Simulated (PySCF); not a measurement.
# One shape, several levels: OH− (hydroxide)

We compute a comparison of 5 runs (HF/STO-3G, HF/3-21G, B3LYP/6-31G*, SCS-MP2/aug-cc-pVTZ, CCSDT/aug-cc-pVTZ) of OH− (hydroxide). The job is set up through a Python script.

The calculation is run with PySCF 2.14.0.

3 further runs of the same task are left out: 3 set aside as unsound or not needed.

### Step 1. The molecule

The species is OH− (2 atoms), meant as a singlet with charge -1. SMILES: `[OH-]`. The O1–H2 distance was set to 1.445 Å, away from the relaxed value.

Bond lengths: O1–H2 1.445 Å.

### Step 2. A single-point energy at HF/STO-3G (run 1)

Contents of job.py:

```python
from pyscf import gto, scf

mol = gto.M(
    atom=[
    ('O', (0.823580, -0.263594, 0.424990)),
    ('H', (-0.411800, 0.131800, -0.212500)),
],
    max_memory=1860,
    charge=-1,
    verbose=3,
    basis='sto-3g',
)

myscf = scf.RHF(mol)
myscf.conv_tol = 1e-10
myscf.kernel()
if not myscf.converged:
    myscf = myscf.newton().run(myscf.mo_coeff, myscf.mo_occ)

energy = myscf.e_tot
print('E(%s) = %.9f' % ('HF', energy))
```

The run is started by

```bash
$ OMP_NUM_THREADS=1 python job.py
```

What it wrote:

```text
converged SCF energy = -74.0164477345378
E(HF) = -74.016447735
```

Run time: 0.67 s. Hardware: 1 thread of Arm Neoverse V1, shared host; peak memory 0.1 GiB.

### Step 3. The energy at HF/3-21G (run 2)

Contents of input.py:

```python
from pyscf import gto, scf

mol = gto.M(
    atom='''
O      1.556341    -0.498120     0.803115
H     -0.778189     0.249066    -0.401567
''',
    unit='bohr',
    verbose=4,
    max_memory=1860,
    charge=-1,
    basis='3-21g',
)

hf = scf.RHF(mol)
hf.conv_tol = 1e-10
hf.kernel()
if not hf.converged:
    hf = hf.newton().run(hf.mo_coeff, hf.mo_occ)

etot = hf.e_tot
print(f'total energy: {etot:.8f} hartree')
```

The run is started by

```bash
$ OMP_NUM_THREADS=1 python input.py
```

What it wrote:

```text
PySCF version 2.14.0

[... 52 lines left out ...]
converged SCF energy = -74.8258088479135
total energy: -74.82580885 hartree
```

Run time: 0.69 s. Hardware: 1 thread of Arm Neoverse V1, shared host; peak memory 0.1 GiB.

### Step 4. The energy at B3LYP/6-31G(d) (spherical functions) (run 3)

Contents of geometry.xyz:

```xyz
2

O      0.823580    -0.263594     0.424990
H     -0.411800     0.131800    -0.212500
```

Contents of input.py:

```python
from pyscf import gto, dft

system = gto.M(
    atom='geometry.xyz',
    spin=0,
    charge=-1,
    verbose=3,
    basis='6-31g*',
    max_memory=1860,
)

mf = dft.RKS(system)
mf.xc = 'b3lyp'
mf.grids.level = 5
mf.conv_tol = 1e-10
mf.kernel()
if not mf.converged:
    mf = mf.newton().run(mf.mo_coeff, mf.mo_occ)

e_final = mf.e_tot
print('Final energy', e_final)
```

The run is started by

```bash
$ OMP_NUM_THREADS=1 python input.py
```

What it wrote:

```text
converged SCF energy = -75.6585033238981
Final energy -75.65850332389809
```

Wall time 1.4 s (1 thread of Arm Neoverse V1, shared host); peak memory 0.15 GiB.

Run 4 isn't shown in full; the table further down has it.

### Step 5. The energy at CCSDT/aug-cc-pVTZ (run 5)

Contents of calc.py:

```python
from pyscf import gto, cc

molecule = gto.M(
    atom='O 0.823580 -0.263594 0.424990; H -0.411800 0.131800 -0.212500',
    basis='aug-cc-pvtz',
    charge=-1,
    max_memory=1860,
    verbose=4,
)

mf = molecule.RHF()
mf.conv_tol = 1e-10
mf.kernel()
if not mf.converged:
    mf = mf.newton().run(mf.mo_coeff, mf.mo_occ)

mycc = cc.CCSDT(mf, frozen=1)
mycc.kernel()
e_tot = mycc.e_tot
print('Final energy', e_tot)
```

The run is started by

```bash
$ OMP_NUM_THREADS=1 python calc.py
```

What it wrote:

```text
PySCF version 2.14.0

[... 75 lines left out ...]
WARN: A large `blksize` is being used, which may cause large memory consumption
[... 7 lines left out ...]
WARN: A large `blksize_oooo` is being used, which may cause large memory consumption
[... 26 lines left out ...]
RCCSDT converged
[... 3 lines left out ...]
Final energy -75.63433637656296
```

Wall time 7.8 min (1 thread of Arm Neoverse V1, shared host); peak memory 1.7 GiB.

### Step 6. The series

| run | level | integration grid | frozen core orbitals | energy (Eh) | HOMO energy (eV) | LUMO energy (eV) | HOMO–LUMO gap (eV) | wall time |
| --- | --- | --- | --- | --- | --- | --- | --- | --- |
| 1 | HF/STO-3G | – | – | -74.016448 | 3.90 | 23.53 | 19.63 | 0.67 s |
| 2 | HF/3-21G | – | – | -74.825809 | -1.69 | 14.82 | 16.51 | 0.69 s |
| 3 | B3LYP/6-31G* (spherical functions) | 5 | – | -75.658503 | 3.43 | 8.21 | 4.78 | 1.4 s |
| 4 | SCS-MP2/aug-cc-pVTZ | – | 1 | -75.610819 | -4.04 | 4.97 | 9.02 | 1.2 s |
| 5 | CCSDT/aug-cc-pVTZ | – | 1 | -75.634336 | -4.04 | 4.97 | 9.02 | 7.8 min |

### Step 7. What came out

| quantity | value |
| --- | --- |
| run 5: total energy | -75.63434 Eh |
| run 5: HOMO energy (Hartree–Fock orbitals) | -4.04 eV |
| run 5: LUMO energy (Hartree–Fock orbitals) | 4.97 eV |
| run 5: HOMO–LUMO gap (to an unbound level, set by the basis) | 9.02 eV |
| run 5: correlation energy (1 core orbital frozen) | -315.8 mEh |
| run 5: T1 diagnostic | 0.043 |

What this shows: Over runs 1, 2, 3 the HOMO–LUMO gap runs from 4.78 eV (B3LYP/6-31G*) to 19.63 eV (HF/STO-3G). The two ends differ in method and basis. The empty levels of an anion lie above zero and hang on the basis. In runs 1, 3 the HOMO lies above zero, so the outermost electron may be held by the basis alone. In run 1 the basis is minimal, so the values are rough. All runs together took 7.9 min, the longest 7.8 min.
